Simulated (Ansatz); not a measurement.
# C3H3F: two geometries relaxed

Aim: relax the geometries before and after the shift of H5 from C1 to C2, and see whether they are two minima and how far apart in energy. SMILES of the start: C=C=CF.

Method: RKS PBE0/def2-SVPD, in Ansatz 0.2.0.

**1. Starting point**

Bond lengths: C1–C2 1.232 Å, C2–C3 1.271 Å, C3–F4 1.345 Å, C1–H5 1.112 Å, C1–H6 1.135 Å, C3–H7 1.133 Å. Angles: C1–C2–C3 179.5°, C2–C1–H5 123.3°, C2–C1–H6 123.9°, H5–C1–H6 112.7°, C2–C3–F4 126.2°, C2–C3–H7 125.9°, F4–C3–H7 107.6°.

As a file:

```xyz
7

C    -0.8534    0.9357    0.0312
C    -0.0196    0.0290    0.0359
C     0.8326   -0.9136    0.0355
F     1.0635   -1.7764   -0.9707
H    -1.8926    0.8105    0.4055
H    -0.6728    1.9590   -0.4247
H     1.6035   -1.1122    0.8416
```

**2. Relaxing end A**

File input.yaml:

```yaml
crystal:
  periodic: [false, false, false]
  atoms:
    - { symbol: C, position_ang: [-0.8534, 0.9357, 0.0312] }
    - { symbol: C, position_ang: [-0.0196, 0.029, 0.0359] }
    - { symbol: C, position_ang: [0.8326, -0.9136, 0.0355] }
    - { symbol: F, position_ang: [1.0635, -1.7764, -0.9707] }
    - { symbol: H, position_ang: [-1.8926, 0.8105, 0.4055] }
    - { symbol: H, position_ang: [-0.6728, 1.959, -0.4247] }
    - { symbol: H, position_ang: [1.6035, -1.1122, 0.8416] }
basis:
  gaussian: { orbitals: def2-SVPD }
hamiltonian:
  xc: pbe0
relax:
  f_tol: 0.02
  max_steps: 50
```

Command:

```
$ ansatz run input.yaml --threads 2 --pin off --max-ram 3072MiB --backend cpu --events-out ev --progress --plain --runs-dir out
```

What it wrote, cut to the lines that bear on the results:

```text
Warning: RAYON_NUM_THREADS=2 ignored (pool sized by the plan → 2); use --threads N
[...]
Functional definition: PBE0
[...]
884 factors; their error is unknown
[...]
mean field -5863.54948122 eV, -215.4814689784 hartree, gradient 4.2e-5 eV, S^2 0.000000; 0 other end points of the search recorded, 0 dependent functions left out
[...]
reference -5863.54950930 eV, -215.4814700100 hartree; 15, 15 occupied and 92, 92 virtual orbitals, 884 factors
relax step   1: F+E_penalty+E_count = -5863.54948122 eV  Δ(F+E_penalty+E_count) = +0.000e0 eV  max|allowed force component| = 5.608e0 eV/Å  Δτ_max = 0.0000 Å  (26 SCF iters, accepted)
[...]
relax step   7: F+E_penalty+E_count = -5863.92069409 eV  Δ(F+E_penalty+E_count) = +4.232e-5 eV  max|allowed force component| = 7.009e-2 eV/Å  Δτ_max = 0.0113 Å  (31 SCF iters, rejected (line search))
[...]
relax step   8: F+E_penalty+E_count = -5863.92096616 eV  Δ(F+E_penalty+E_count) = -2.297e-4 eV  max|allowed force component| = 1.938e-2 eV/Å  Δτ_max = 0.0056 Å  (32 SCF iters, accepted)
884 factors; their error is unknown
mean field -5863.92096616 eV, -215.4951207979 hartree, gradient 2.2e-5 eV, S^2 0.000000; 1 other end points of the search recorded, 0 dependent functions left out
[...]
reference -5863.92099397 eV, -215.4951218200 hartree; 15, 15 occupied and 92, 92 virtual orbitals, 884 factors
Total energy: -5863.92099397 eV, -215.4951218200 hartree
Atom 0 at    -0.897365     0.972632     0.011332 Å, force     0.000634    -0.003491    -0.005885 eV/Å
Atom 1 at    -0.007638     0.015316     0.005205 Å, force     0.002146     0.002999     0.005982 eV/Å
Atom 2 at     0.895188    -0.930189     0.033974 Å, force    -0.011587    -0.002036    -0.019379 eV/Å
Atom 3 at     1.049981    -1.806092    -0.974255 Å, force     0.011687    -0.004656     0.009728 eV/Å
Atom 4 at    -1.902201     0.812917     0.415132 Å, force     0.001974     0.003916     0.004334 eV/Å
Atom 5 at    -0.669377     1.963257    -0.394843 Å, force    -0.002001     0.001341     0.004762 eV/Å
Atom 6 at     1.592613    -1.095842     0.857755 Å, force    -0.002853     0.001929     0.000459 eV/Å
Dipole moment:    -0.100017     0.270660     0.231866 e Å
```

Wall time 13 s (2 threads of Arm Neoverse V1, shared host); peak memory 0.17 GiB.

The steps of the relaxation:

| step | energy from step 1 (eV) | largest force component (eV/Å) |
| --- | --- | --- |
| 1 | 0.0000 | 5.6081 |
| 2x | 0.0543 | 2.6177 |
| 3 | -0.3170 | 1.3316 |
| 4 | -0.3539 | 0.5729 |
| 5 | -0.3702 | 0.0734 |
| 6 | -0.3713 | 0.0385 |
| 7x | -0.3712 | 0.0701 |
| 8 | -0.3715 | 0.0194 |

Step 1 is the start. 2 steps were tried and not accepted (marked x).

After: Bond lengths: C1–C2 1.307 Å, C2–C3 1.308 Å, C3–F4 1.345 Å, C1–H5 1.095 Å, C1–H6 1.095 Å, C3–H7 1.092 Å. Angles: C1–C2–C3 178.3°, C2–C1–H5 121.3°, C2–C1–H6 121.3°, H5–C1–H6 117.4°, C2–C3–F4 122.3°, C2–C3–H7 124.6°, F4–C3–H7 113.2°.

**3. End point B**

The second end starts from a geometry with the move made by hand.

input.yaml, as its differences from that of step 2:

```diff
@@ -7,3 +7,3 @@
     - { symbol: F, position_ang: [1.0635, -1.7764, -0.9707] }
-    - { symbol: H, position_ang: [-1.8926, 0.8105, 0.4055] }
+    - { symbol: H, position_ang: [0.21411, 0.916, 0.62472] }
     - { symbol: H, position_ang: [-0.6728, 1.959, -0.4247] }
```

Command:

```
$ ansatz run input.yaml --threads 2 --pin off --max-ram 3072MiB --backend cpu --events-out ev --progress --plain --runs-dir out
```

What it wrote:

```text
Warning: RAYON_NUM_THREADS=2 ignored (pool sized by the plan → 2); use --threads N
The last accepted step is kept in <dir> (removed where the run ends without a failure and the disk answers)
Engine: ansatz 0.2.0, aarch64-unknown-linux-gnu
Functional definition: PBE0
  parameter a = 0.25
  parameter kappa = 0.804
  parameter beta = 0.06672455060314922
  exchange = (1 - a)*pbe_x(kappa = kappa, mu = beta*pi^2/3) + a*exact_x
  correlation = pbe_c(beta = beta)
884 factors; their error is unknown
mean field evaluation 1: about -5856.2290 eV, gradient 3.8e1 eV
mean field evaluation 2: about -5856.3616 eV, gradient 3.7e1 eV
mean field evaluation 4: about -5859.7911 eV, gradient 2.6e0 eV
mean field evaluation 8: about -5859.8073 eV, gradient 3.9e-2 eV
mean field evaluation 16: about -5859.8127 eV, gradient 3.0e-5 eV
mean field -5859.81268251 eV, -215.3441441584 hartree, gradient 3.0e-5 eV, S^2 0.000000; 0 other end points of the search recorded, 0 dependent functions left out
the calculation of the forces begins
reference -5859.81271335 eV, -215.3441452919 hartree; 15, 15 occupied and 92, 92 virtual orbitals, 884 factors
relax step   1: F+E_penalty+E_count = -5859.81268251 eV  Δ(F+E_penalty+E_count) = +0.000e0 eV  max|allowed force component| = 6.096e0 eV/Å  Δτ_max = 0.0000 Å  (28 SCF iters, accepted)
these checks for a lower state are left out or cut short: starts, cluster_reference, orbital_swaps, neighbouring_geometries, increment
884 factors; their error is unknown
mean field -5860.57850722 eV, -215.3722876977 hartree, gradient 1.8e-5 eV, S^2 0.000000; 0 other end points of the search recorded, 0 dependent functions left out
the calculation of the forces begins
reference -5860.57853825 eV, -215.3722888377 hartree; 15, 15 occupied and 92, 92 virtual orbitals, 884 factors
relax step   2: F+E_penalty+E_count = -5860.57850722 eV  Δ(F+E_penalty+E_count) = -7.658e-1 eV  max|allowed force component| = 1.852e0 eV/Å  Δτ_max = 0.1183 Å  (38 SCF iters, accepted)
these checks for a lower state are left out or cut short: starts, cluster_reference, orbital_swaps, neighbouring_geometries, increment
884 factors; their error is unknown
mean field evaluation 32: about -5860.7699 eV, gradient 2.0e-5 eV
mean field -5860.76991482 eV, -215.3793217970 hartree, gradient 2.0e-5 eV, S^2 0.000000; 0 other end points of the search recorded, 0 dependent functions left out
the calculation of the forces begins
reference -5860.76994553 eV, -215.3793229257 hartree; 15, 15 occupied and 92, 92 virtual orbitals, 884 factors
relax step   3: F+E_penalty+E_count = -5860.76991482 eV  Δ(F+E_penalty+E_count) = -1.914e-1 eV  max|allowed force component| = 9.194e-1 eV/Å  Δτ_max = 0.1763 Å  (39 SCF iters, accepted)
these checks for a lower state are left out or cut short: starts, cluster_reference, orbital_swaps, neighbouring_geometries, increment
884 factors; their error is unknown
mean field -5860.82456122 eV, -215.3813300151 hartree, gradient 2.1e-5 eV, S^2 0.000000; 0 other end points of the search recorded, 0 dependent functions left out
the calculation of the forces begins
reference -5860.82459209 eV, -215.3813311496 hartree; 15, 15 occupied and 92, 92 virtual orbitals, 884 factors
relax step   4: F+E_penalty+E_count = -5860.82456122 eV  Δ(F+E_penalty+E_count) = -5.465e-2 eV  max|allowed force component| = 1.352e0 eV/Å  Δτ_max = 0.1947 Å  (38 SCF iters, accepted)
these checks for a lower state are left out or cut short: starts, cluster_reference, orbital_swaps, neighbouring_geometries, increment
884 factors; their error is unknown
mean field -5860.92778922 eV, -215.3851235744 hartree, gradient 2.1e-5 eV, S^2 0.000000; 0 other end points of the search recorded, 0 dependent functions left out
the calculation of the forces begins
reference -5860.92782011 eV, -215.3851247096 hartree; 15, 15 occupied and 92, 92 virtual orbitals, 884 factors
relax step   5: F+E_penalty+E_count = -5860.92778922 eV  Δ(F+E_penalty+E_count) = -1.032e-1 eV  max|allowed force component| = 6.974e-1 eV/Å  Δτ_max = 0.0281 Å  (32 SCF iters, accepted)
these checks for a lower state are left out or cut short: starts, cluster_reference, orbital_swaps, neighbouring_geometries, increment
884 factors; their error is unknown
mean field -5861.04301650 eV, -215.3893580989 hartree, gradient 2.2e-5 eV, S^2 0.000000; 0 other end points of the search recorded, 0 dependent functions left out
the calculation of the forces begins
reference -5861.04304730 eV, -215.3893592306 hartree; 15, 15 occupied and 92, 92 virtual orbitals, 884 factors
relax step   6: F+E_penalty+E_count = -5861.04301650 eV  Δ(F+E_penalty+E_count) = -1.152e-1 eV  max|allowed force component| = 1.149e0 eV/Å  Δτ_max = 0.1997 Å  (38 SCF iters, accepted)
these checks for a lower state are left out or cut short: starts, cluster_reference, orbital_swaps, neighbouring_geometries, increment
884 factors; their error is unknown
mean field evaluation 64: about -5861.3274 eV, gradient 2.3e-5 eV
mean field -5861.32737409 eV, -215.3998080476 hartree, gradient 2.3e-5 eV, S^2 0.000000; 0 other end points of the search recorded, 0 dependent functions left out
the calculation of the forces begins
reference -5861.32740501 eV, -215.3998091836 hartree; 15, 15 occupied and 92, 92 virtual orbitals, 884 factors
relax step   7: F+E_penalty+E_count = -5861.32737409 eV  Δ(F+E_penalty+E_count) = -2.844e-1 eV  max|allowed force component| = 1.862e0 eV/Å  Δτ_max = 0.1943 Å  (37 SCF iters, accepted)
these checks for a lower state are left out or cut short: starts, cluster_reference, orbital_swaps, neighbouring_geometries, increment
884 factors; their error is unknown
mean field -5861.94927764 eV, -215.4226625814 hartree, gradient 2.3e-5 eV, S^2 0.000000; 0 other end points of the search recorded, 0 dependent functions left out
the calculation of the forces begins
reference -5861.94930864 eV, -215.4226637205 hartree; 15, 15 occupied and 92, 92 virtual orbitals, 884 factors
relax step   8: F+E_penalty+E_count = -5861.94927764 eV  Δ(F+E_penalty+E_count) = -6.219e-1 eV  max|allowed force component| = 2.210e0 eV/Å  Δτ_max = 0.1947 Å  (37 SCF iters, accepted)
these checks for a lower state are left out or cut short: starts, cluster_reference, orbital_swaps, neighbouring_geometries, increment
884 factors; their error is unknown
mean field -5862.73548976 eV, -215.4515553438 hartree, gradient 2.0e-5 eV, S^2 0.000000; 0 other end points of the search recorded, 0 dependent functions left out
the calculation of the forces begins
reference -5862.73552071 eV, -215.4515564811 hartree; 15, 15 occupied and 92, 92 virtual orbitals, 884 factors
relax step   9: F+E_penalty+E_count = -5862.73548976 eV  Δ(F+E_penalty+E_count) = -7.862e-1 eV  max|allowed force component| = 2.343e0 eV/Å  Δτ_max = 0.1973 Å  (36 SCF iters, accepted)
these checks for a lower state are left out or cut short: starts, cluster_reference, orbital_swaps, neighbouring_geometries, increment
884 factors; their error is unknown
mean field -5863.50016179 eV, -215.4796565225 hartree, gradient 1.8e-5 eV, S^2 0.000000; 0 other end points of the search recorded, 0 dependent functions left out
the calculation of the forces begins
reference -5863.50019171 eV, -215.4796576222 hartree; 15, 15 occupied and 92, 92 virtual orbitals, 884 factors
relax step  10: F+E_penalty+E_count = -5863.50016179 eV  Δ(F+E_penalty+E_count) = -7.647e-1 eV  max|allowed force component| = 1.038e0 eV/Å  Δτ_max = 0.1954 Å  (36 SCF iters, accepted)
these checks for a lower state are left out or cut short: starts, cluster_reference, orbital_swaps, neighbouring_geometries, increment
884 factors; their error is unknown
mean field evaluation 96: about -5863.7912 eV, gradient 1.8e-5 eV
mean field -5863.79117574 eV, -215.4903510879 hartree, gradient 1.8e-5 eV, S^2 0.000000; 0 other end points of the search recorded, 0 dependent functions left out
the calculation of the forces begins
reference -5863.79120464 eV, -215.4903521501 hartree; 15, 15 occupied and 92, 92 virtual orbitals, 884 factors
relax step  11: F+E_penalty+E_count = -5863.79117574 eV  Δ(F+E_penalty+E_count) = -2.910e-1 eV  max|allowed force component| = 7.513e-1 eV/Å  Δτ_max = 0.2000 Å  (36 SCF iters, accepted)
these checks for a lower state are left out or cut short: starts, cluster_reference, orbital_swaps, neighbouring_geometries, increment
884 factors; their error is unknown
mean field -5863.77759142 eV, -215.4898518736 hartree, gradient 1.8e-5 eV, S^2 0.000000; 0 other end points of the search recorded, 0 dependent functions left out
the calculation of the forces begins
reference -5863.77761999 eV, -215.4898529235 hartree; 15, 15 occupied and 92, 92 virtual orbitals, 884 factors
relax step  12: F+E_penalty+E_count = -5863.77759142 eV  Δ(F+E_penalty+E_count) = +1.358e-2 eV  max|allowed force component| = 1.059e0 eV/Å  Δτ_max = 0.1942 Å  (36 SCF iters, rejected (line search))
these checks for a lower state are left out or cut short: starts, cluster_reference, orbital_swaps, neighbouring_geometries, increment
884 factors; their error is unknown
mean field -5863.87821928 eV, -215.4935498792 hartree, gradient 2.1e-5 eV, S^2 0.000000; 0 other end points of the search recorded, 0 dependent functions left out
the calculation of the forces begins
reference -5863.87824747 eV, -215.4935509152 hartree; 15, 15 occupied and 92, 92 virtual orbitals, 884 factors
relax step  13: F+E_penalty+E_count = -5863.87821928 eV  Δ(F+E_penalty+E_count) = -8.704e-2 eV  max|allowed force component| = 3.073e-1 eV/Å  Δτ_max = 0.0971 Å  (29 SCF iters, accepted)
these checks for a lower state are left out or cut short: starts, cluster_reference, orbital_swaps, neighbouring_geometries, increment
884 factors; their error is unknown
mean field -5863.91538876 eV, -215.4949158325 hartree, gradient 2.0e-5 eV, S^2 0.000000; 0 other end points of the search recorded, 0 dependent functions left out
the calculation of the forces begins
reference -5863.91541651 eV, -215.4949168522 hartree; 15, 15 occupied and 92, 92 virtual orbitals, 884 factors
relax step  14: F+E_penalty+E_count = -5863.91538876 eV  Δ(F+E_penalty+E_count) = -3.717e-2 eV  max|allowed force component| = 1.307e-1 eV/Å  Δτ_max = 0.1000 Å  (28 SCF iters, accepted)
these checks for a lower state are left out or cut short: starts, cluster_reference, orbital_swaps, neighbouring_geometries, increment
884 factors; their error is unknown
mean field -5863.91816743 eV, -215.4950179465 hartree, gradient 1.6e-5 eV, S^2 0.000000; 0 other end points of the search recorded, 0 dependent functions left out
the calculation of the forces begins
reference -5863.91819509 eV, -215.4950189630 hartree; 15, 15 occupied and 92, 92 virtual orbitals, 884 factors
relax step  15: F+E_penalty+E_count = -5863.91816743 eV  Δ(F+E_penalty+E_count) = -2.779e-3 eV  max|allowed force component| = 1.283e-1 eV/Å  Δτ_max = 0.0569 Å  (31 SCF iters, accepted)
these checks for a lower state are left out or cut short: starts, cluster_reference, orbital_swaps, neighbouring_geometries, increment
884 factors; their error is unknown
mean field evaluation 128: about -5863.9208 eV, gradient 2.0e-1 eV
mean field -5863.92086424 eV, -215.4951170525 hartree, gradient 1.5e-5 eV, S^2 0.000000; 0 other end points of the search recorded, 0 dependent functions left out
the calculation of the forces begins
reference -5863.92089192 eV, -215.4951180697 hartree; 15, 15 occupied and 92, 92 virtual orbitals, 884 factors
relax step  16: F+E_penalty+E_count = -5863.92086424 eV  Δ(F+E_penalty+E_count) = -2.697e-3 eV  max|allowed force component| = 7.390e-2 eV/Å  Δτ_max = 0.0208 Å  (30 SCF iters, accepted)
these checks for a lower state are left out or cut short: starts, cluster_reference, orbital_swaps, neighbouring_geometries, increment
884 factors; their error is unknown
mean field -5863.92104912 eV, -215.4951238467 hartree, gradient 1.5e-5 eV, S^2 0.000000; 0 other end points of the search recorded, 0 dependent functions left out
the calculation of the forces begins
reference -5863.92107679 eV, -215.4951248636 hartree; 15, 15 occupied and 92, 92 virtual orbitals, 884 factors
relax step  17: F+E_penalty+E_count = -5863.92104912 eV  Δ(F+E_penalty+E_count) = -1.849e-4 eV  max|allowed force component| = 4.376e-3 eV/Å  Δτ_max = 0.0033 Å  (33 SCF iters, accepted)
884 factors; their error is unknown
mean field -5863.92104912 eV, -215.4951238467 hartree, gradient 2.2e-5 eV, S^2 0.000000; 1 other end points of the search recorded, 0 dependent functions left out
the calculation of the forces begins
reference -5863.92107679 eV, -215.4951248636 hartree; 15, 15 occupied and 92, 92 virtual orbitals, 884 factors
Total energy: -5863.92107679 eV, -215.4951248636 hartree
Atom 0 at    -0.494220     1.059430     0.195792 Å, force     0.001022    -0.004376    -0.000797 eV/Å
Atom 1 at     0.298033     0.032724     0.033236 Å, force     0.000527     0.000106     0.000026 eV/Å
Atom 2 at     1.121586    -0.973408    -0.106076 Å, force     0.000826     0.001471     0.000360 eV/Å
Atom 3 at     0.793761    -2.084764    -0.787337 Å, force     0.000901    -0.002741    -0.000577 eV/Å
Atom 4 at    -1.175859     1.122659     1.049868 Å, force    -0.000546     0.000359     0.002971 eV/Å
Atom 5 at    -0.507015     1.887379    -0.520017 Å, force     0.001548     0.002749    -0.001554 eV/Å
Atom 6 at     2.131623    -1.006520     0.308055 Å, force    -0.004279     0.002431    -0.000430 eV/Å
Dipole moment:     0.018473     0.329754     0.168508 e Å
```

Run time: 28 s. Hardware: 2 threads of Arm Neoverse V1, shared host; peak memory 0.17 GiB.

The steps of the relaxation:

| step | energy from step 1 (eV) | largest force component (eV/Å) |
| --- | --- | --- |
| 1 | 0.0000 | 6.0960 |
| 2 | -0.7658 | 1.8517 |
| 3 | -0.9572 | 0.9194 |
| 4 | -1.0119 | 1.3515 |
| 5 | -1.1151 | 0.6974 |
| 6 | -1.2303 | 1.1494 |
| 7 | -1.5147 | 1.8625 |
| 8 | -2.1366 | 2.2104 |
| 9 | -2.9228 | 2.3429 |
| 10 | -3.6875 | 1.0384 |
| 11 | -3.9785 | 0.7513 |
| 12x | -3.9649 | 1.0591 |
| 13 | -4.0655 | 0.3073 |
| 14 | -4.1027 | 0.1307 |
| 15 | -4.1055 | 0.1283 |
| 16 | -4.1082 | 0.0739 |
| 17 | -4.1084 | 0.0044 |

Step 1 is the start. 1 step was tried and not accepted (marked x).

After: Bond lengths: C1–C2 1.307 Å, C2–C3 1.308 Å, C3–F4 1.344 Å, C1–H5 1.095 Å, C1–H6 1.095 Å, C3–H7 1.092 Å. Angles: C1–C2–C3 178.1°, C2–C1–H5 121.3°, C2–C1–H6 121.3°, H5–C1–H6 117.3°, C2–C3–F4 122.5°, C2–C3–H7 124.4°, F4–C3–H7 113.1°.

Pairs that crossed the distance rule for bonds on the way: moved apart C2–H5.

**4. Summary of results**

| quantity | value |
| --- | --- |
| end A | 5 moves, 0.371 eV lower |
| end B | 15 moves, 4.108 eV lower |
| largest difference between the ends | 0.00 Å |
| end B relative to end A | -0.000 eV |

Both starts fell into the same minimum (no atom differs by more than 0.00 Å), so from this start no second minimum was found and no band was run; another arrangement could still be one.
